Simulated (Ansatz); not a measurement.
## What a trial cell of Ru2C3 relaxes into

The calculation used DFT PBE, scalar-relativistic, plane waves, PAW in Ansatz 0.2.0. Cutoff 420 eV, Γ-centred k mesh, Gaussian smearing, no spin polarisation in the final step.

Ru2C3 was placed on the corundum structure type (R-3c, No. 167), with Ru in place of Al, C in place of O, at a guessed volume.

```xyz
10
Lattice="2.5045 1.4459 4.5585 -2.5045 1.4459 4.5585 0.0000 -2.8919 4.5585" Properties=species:S:1:pos:R:3 pbc="T T T"
Ru    0.0000    0.0000   11.6539
Ru    0.0000    0.0000    8.8592
Ru    0.0000    0.0000    2.0215
Ru    0.0000    0.0000    4.8162
C    -0.9705   -1.4459    5.6981
C     1.7375   -0.1175    5.6981
C    -0.7670    1.5634    5.6981
C     0.9705    1.4459    7.9773
C    -1.7375    0.1175    7.9773
C     0.7670   -1.5634    7.9773
```

Cell and atoms relax at zero pressure; the relaxation can't lower the symmetry of the start. After a coarse first stage the cell is made exact in the group found at 0.06 Å.

The zero of energy is the elements' standard structures at the same level; no fitted shifts are applied.

Q: Describe the relaxed structure.

A: It keeps R-3c (No. 167). The result has the corundum structure. Conventional cell: a = 4.853 Å, c = 15.568 Å. Ru is coordinated by 3 C at 1.98 Å and 3 C at 2.22 Å; C is coordinated by 2 Ru at 1.98 Å and 2 Ru at 2.22 Å.

```xyz
10
Lattice="2.4264 1.4009 5.1893 -2.4264 1.4009 5.1893 0.0000 -2.8018 5.1893" Properties=species:S:1:pos:R:3 pbc="T T T"
Ru    0.0000    0.0000   13.0521
Ru    0.0000    0.0000   10.2999
Ru    0.0000    0.0000    2.5159
Ru    0.0000    0.0000    5.2681
C    -0.6827   -1.4009    6.4867
C     1.5545    0.1092    6.4867
C    -0.8719    1.2917    6.4867
C     0.6827    1.4009    9.0814
C    -1.5545   -0.1092    9.0814
C     0.8719   -1.2917    9.0814
```

Q: What are its volume, energy, density and gap?

A: The volume per atom is 10.58 Å³. The density is 7.47 g/cm³ and the energy over the elements is 1.00 eV/atom. The gap on the 12×12×12 mesh is 0 eV (a metal).

The final run used a 12×12×12 mesh on its 10-atom cell and 0.10 eV smearing. The k mesh leaves about 4 meV/atom of noise in metals. Symmetry constrained the relaxation, so the result can be a saddle point. The steps took of the order of 4 core-minutes in all.